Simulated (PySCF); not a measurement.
Species: C4H5NO.
Numbering: `[CH:1]#[C:2][C:3](=[O:4])[NH:5][CH3:6]` (hydrogens: H7 on C1; H8 on N5; H9, H10, H11 on C6)

Method: PySCF 2.14.0, PBE0-D3(BJ)/def2-SVP geometry optimisation, gas phase.

(1) What internal coordinates does the optimisation give?

Results:

(1) 
```csv
bond,length (Å),order
C1≡C2,1.211,triple
C2–C3,1.465,single
C3=O4,1.214,double
C3–N5,1.356,single
N5–C6,1.439,single
C1–H7,1.075,single
N5–H8,1.011,single
"C6–H9, C6–H10, C6–H11",1.100,single
```

Bonds in one row agree within 0.01 Å and their mean is given. Orders are formal, as drawn. A selection of angles:
```csv
angle,degrees
C2–C1–H7,179.4
C1–C2–C3,178.2
C2–C3–O4,122.7
C2–C3–N5,113.7
O4–C3–N5,123.6
C3–N5–C6,120.7
C3–N5–H8,118.8
C6–N5–H8,120.4
N5–C6–H9,110.5
N5–C6–H10,111.8
H9–C6–H10,107.4
H9–C6–H11,109.0
```

Torsions: C2–C3–N5–C6 180° (antiperiplanar). The mirror-image conformer, all signs reversed, is as good.

The 6 heavy atoms lie in one plane (0.002 Å rms). Of the pairs four or more bonds apart, O4···H9 is among the closest relative to their van der Waals radii: 2.69 Å, 99 % of the sum of Bondi's values. The C–N distances run from 1.356 Å (C3–N5, drawn single) to 1.439 Å (N5–C6, drawn single), a spread of 0.083 Å. The C–C distances run from 1.211 Å (C1≡C2, drawn triple) to 1.465 Å (C2–C3, drawn single), a spread of 0.254 Å. N5 (amide nitrogen) is planar (angles 120.7°, 120.4° and 118.8°, sum 360.0°, 0.01 Å off the plane of its three neighbours).

Point group: near Cs, missed by 0.25 Å at most; the miss may be what the optimiser left on a soft mode. No PBE0-D3(BJ)/def2-SVP frequencies stand behind this structure, so it isn't proved a minimum. The numbers are those of one conformer.

Time: 50 s wall. Hardware: one thread, Arm Neoverse N1 (shared host). These figures are those of the optimisation.
